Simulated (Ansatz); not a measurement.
# SiOF radical (SMILES O=[Si]F): functionals against CCSD(T) at one geometry

Aim: energy, forces and dipole at a structure displaced at random from a GFN2-xTB minimum, from CCSD(T) and from density functionals.

The runs use Ansatz 0.2.0, Gaussian basis; single points in def2-TZVPP.

Correlated methods freeze the cores. Orbitals are unrestricted.

**1. The system as given**

SMILES `O=[Si]F`, 3 atoms, charge 0, spin multiplicity 2.

Atoms are counted from 1 here; the program's logs count them from 0.

Bond lengths: O1–Si2 1.504 Å, Si2–F3 1.609 Å. Angles: O1–Si2–F3 123.1°.

Geometry (Å):

```xyz
3
FOSi
O     0.2537    1.3245    0.2929
Si    0.4184   -0.1672    0.2014
F    -0.6636   -1.1303   -0.4988
```

**2. CCSD(T)/def2-TZVPP**

run/in.yaml reads:

```yaml
crystal:
  periodic: [false, false, false]
  atoms:
    - {symbol: O, position_ang: [0.253700, 1.324500, 0.292900]}
    - {symbol: Si, position_ang: [0.418400, -0.167200, 0.201400]}
    - {symbol: F, position_ang: [-0.663600, -1.130300, -0.498800]}
basis:
  gaussian: {orbitals: def2-TZVPP}
magnetization: {spin_polarized: true, initial_magnetization: 1}
correlation: {method: ccsd_t}
scf: {omitted_lower_state_checks: [cluster_reference]}
output: {forces: true}
```

No record of the launch command was kept for these runs.

**3. PBE0-D4/def2-TZVPP**

Changes to run/in.yaml since step 2:

```diff
@@ -9,4 +9,3 @@
 magnetization: {spin_polarized: true, initial_magnetization: 1}
-correlation: {method: ccsd_t}
-scf: {omitted_lower_state_checks: [cluster_reference]}
-output: {forces: true}
+hamiltonian: {xc: pbe0, dispersion: d4}
+output: {forces: true, orbitals: {seedname: orbitals}}
```

**4. wB97M-V/def2-TZVPP**

Changes to run/in.yaml since step 3:

```diff
@@ -9,3 +9,3 @@
 magnetization: {spin_polarized: true, initial_magnetization: 1}
-hamiltonian: {xc: pbe0, dispersion: d4}
-output: {forces: true, orbitals: {seedname: orbitals}}
+hamiltonian: {xc: {name: wB97M-V}}
+output: {forces: true}
```

**5. r2SCAN-D4/def2-TZVPP**

Changes to run/in.yaml since step 4:

```diff
@@ -9,3 +9,3 @@
 magnetization: {spin_polarized: true, initial_magnetization: 1}
-hamiltonian: {xc: {name: wB97M-V}}
+hamiltonian: {xc: r2scan, dispersion: d4}
 output: {forces: true}
```

**6. PBE-D4/def2-TZVPP**

Changes to run/in.yaml since step 5:

```diff
@@ -9,3 +9,3 @@
 magnetization: {spin_polarized: true, initial_magnetization: 1}
-hamiltonian: {xc: r2scan, dispersion: d4}
+hamiltonian: {xc: pbe, dispersion: d4}
 output: {forces: true}
```

**7. HSE06-D4/def2-TZVPP**

Changes to run/in.yaml since step 6:

```diff
@@ -9,3 +9,3 @@
 magnetization: {spin_polarized: true, initial_magnetization: 1}
-hamiltonian: {xc: pbe, dispersion: d4}
+hamiltonian: {xc: hse06, dispersion: d4}
 output: {forces: true}
```

**8. B97M-V/def2-TZVPP**

Changes to run/in.yaml since step 7:

```diff
@@ -9,3 +9,3 @@
 magnetization: {spin_polarized: true, initial_magnetization: 1}
-hamiltonian: {xc: hse06, dispersion: d4}
+hamiltonian: {xc: {name: B97M-V}}
 output: {forces: true}
```

(Steps that only read results are left out.)

**Question.** What will these runs give? Wanted: energy less free atoms, CCSD(T)/def2-TZVPP; RMS force component; RMS force error; HOMO and LUMO, PBE0-D4; T1 diagnostic.

**Answer**, as computed:

| quantity | value |
| --- | --- |
| energy less free atoms, CCSD(T)/def2-TZVPP | -263.2 kcal/mol |
| RMS force component | 0.597 to 0.905 eV/Å over the methods |
| RMS force error | PBE0-D4 0.248, wB97M-V 0.241, r2SCAN-D4 0.150, PBE-D4 0.384, HSE06-D4 0.239, B97M-V 0.234 eV/Å |
| HOMO and LUMO, PBE0-D4 | -8.45 and -4.58 eV |
| T1 diagnostic | 0.024 |

In words: Against CCSD(T) the functionals' energies less atoms differ by -24.8 to -5.9 kcal/mol, PBE-D4 by -24.8 kcal/mol. A larger basis would deepen the CCSD(T) value, while the functionals are nearly converged already, so the order here is not reliable. For forces r2SCAN-D4 does best and PBE-D4 worst. Frozen-core CCSD(T) forces in triple zeta carry basis errors of their own, and this is one geometry, so small gaps rank nothing.
